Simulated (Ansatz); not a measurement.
Geometry optimisation, RKS r2SCANh-D4/def2-mTZVP in Ansatz.

The input (input.yaml):

```yaml
crystal:
  periodic: [false, false, false]
  atoms:
    - { symbol: Al, position_ang: [-1.25158, 0.50467, -0.84493] }
    - { symbol: O, position_ang: [0.23812, 0.02356, -0.1065] }
    - { symbol: S, position_ang: [1.66285, -0.3702, 0.4674] }
    - { symbol: H, position_ang: [-1.85412, -0.5436, -1.76598] }
    - { symbol: H, position_ang: [-1.7165, 1.89015, -0.42554] }
    - { symbol: H, position_ang: [1.54162, 0.13611, 1.74611] }
    - { symbol: H, position_ang: [1.3796, -1.64068, 0.92945] }
total_charge: 1
basis:
  gaussian: { orbitals: def2-mTZVP }
hamiltonian:
  xc: r2scanh
  dispersion: d4
relax:
  f_tol: 0.02
  max_steps: 50
```

Command:

```bash
$ ansatz run input.yaml --threads 2 --pin off --max-ram 3072MiB --backend cpu --events-out ev --progress --plain --runs-dir out
```

Task: Where does it end, and by what steps?

Result: The forces met the threshold. The force dipped under the threshold on the way, but the program's further checks kept it going. Limits of this set-up: the dipole of an ion depends on the origin. After 23 steps the energy has fallen by 0.223 eV; H7 moved furthest, 1.16 Å.

```json
{"step": "0", "energy less start (eV)": "0.0000", "largest force component (eV/Å)": "1.583", "accepted": "yes"}
{"step": "1", "energy less start (eV)": "-0.0719", "largest force component (eV/Å)": "1.144", "accepted": "yes"}
{"step": "2", "energy less start (eV)": "-0.0942", "largest force component (eV/Å)": "0.177", "accepted": "yes"}
{"step": "3", "energy less start (eV)": "-0.0982", "largest force component (eV/Å)": "0.121", "accepted": "yes"}
{"step": "4", "energy less start (eV)": "-0.1056", "largest force component (eV/Å)": "0.267", "accepted": "yes"}
{"step": "5", "energy less start (eV)": "-0.1149", "largest force component (eV/Å)": "0.093", "accepted": "yes"}
{"step": "6", "energy less start (eV)": "-0.1164", "largest force component (eV/Å)": "0.038", "accepted": "yes"}
{"step": "7", "energy less start (eV)": "-0.1237", "largest force component (eV/Å)": "0.140", "accepted": "yes"}
{"step": "8", "energy less start (eV)": "-0.1554", "largest force component (eV/Å)": "0.206", "accepted": "yes"}
{"step": "9", "energy less start (eV)": "-0.1484", "largest force component (eV/Å)": "0.988", "accepted": "no"}
{"step": "10", "energy less start (eV)": "-0.1772", "largest force component (eV/Å)": "0.145", "accepted": "yes"}
{"step": "11", "energy less start (eV)": "-0.1901", "largest force component (eV/Å)": "0.225", "accepted": "yes"}
{"step": "12", "energy less start (eV)": "-0.2018", "largest force component (eV/Å)": "0.156", "accepted": "yes"}
{"step": "13", "energy less start (eV)": "-0.2063", "largest force component (eV/Å)": "0.125", "accepted": "yes"}
{"step": "14", "energy less start (eV)": "-0.2148", "largest force component (eV/Å)": "0.095", "accepted": "yes"}
{"step": "15", "energy less start (eV)": "-0.2026", "largest force component (eV/Å)": "0.670", "accepted": "no"}
{"step": "16", "energy less start (eV)": "-0.2191", "largest force component (eV/Å)": "0.023", "accepted": "yes"}
{"step": "17", "energy less start (eV)": "-0.2201", "largest force component (eV/Å)": "0.197", "accepted": "yes"}
{"step": "18", "energy less start (eV)": "-0.2199", "largest force component (eV/Å)": "0.115", "accepted": "no"}
{"step": "19", "energy less start (eV)": "-0.2216", "largest force component (eV/Å)": "0.024", "accepted": "yes"}
{"step": "20", "energy less start (eV)": "-0.2223", "largest force component (eV/Å)": "0.003", "accepted": "yes"}
{"step": "21", "energy less start (eV)": "-0.2225", "largest force component (eV/Å)": "0.101", "accepted": "yes"}
{"step": "22", "energy less start (eV)": "-0.2228", "largest force component (eV/Å)": "0.023", "accepted": "yes"}
{"step": "23", "energy less start (eV)": "-0.2228", "largest force component (eV/Å)": "0.005", "accepted": "yes"}
```

```xyz
7
Properties=species:S:1:pos:R:3
Al -1.251 0.460 -0.920
O -0.060 -0.479 0.069
S 1.253 0.027 0.798
H -2.363 -0.506 -1.420
H -0.829 1.963 -0.989
H 1.100 -0.531 2.038
H 2.150 -0.935 0.423
```

The run took 55 s on 2 threads of Arm Neoverse V1 (shared host), peak memory 0.16 GiB.
